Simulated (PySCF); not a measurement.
Adding and removing an electron: LiMg

B3LYP; PySCF, no relativity, basis sets Li cc-pVDZ, Mg cc-pVDZ. Neutral (UKS): doublet (σ ↑), Re = 3.112 Å, ωe = 183 cm⁻¹, De = 0.19 eV, HOMO -3.38 eV, LUMO -1.81 eV.

LiMg⁺ (UKS): singlet (closed shell), Re = 2.898 Å, ωe = 260 cm⁻¹, De = 0.85 eV to Li⁺ + Mg. The energies at the minima are -207.58945 hartree for LiMg and -207.40741 for LiMg⁺.

Problem. Work out the adiabatic ionisation energy, without and with harmonic zero-point energies (1 hartree = 27.2114 eV, 1 eV = 8065.5 cm⁻¹), and the change of the bond length.

Solution. At B3LYP: 0.18204 hartree = 4.954 eV between the minima; the zero-point term (260.0 − 183.0)/2 cm⁻¹ = +0.005 eV makes it 4.958 eV. Re changes by -21.4 pm against the neutral. The electron leaves a σ orbital, and the shorter bond of the ion fits an antibonding orbital, or a change in how ionic the bond is.

Closed-shell solutions of metal pairs were not tested for spin polarisation, which can lower them a little. Weak bonds: LiMg. Basis-set superposition, not corrected here, can be much of De in a small basis, most of all at correlated wavefunction levels. For an ion De counts to the pair picked by the measured ionisation energies or electron affinities, which need not be the lowest pair at this level. States were picked by a PBE0 search and need not be the measured ground states.
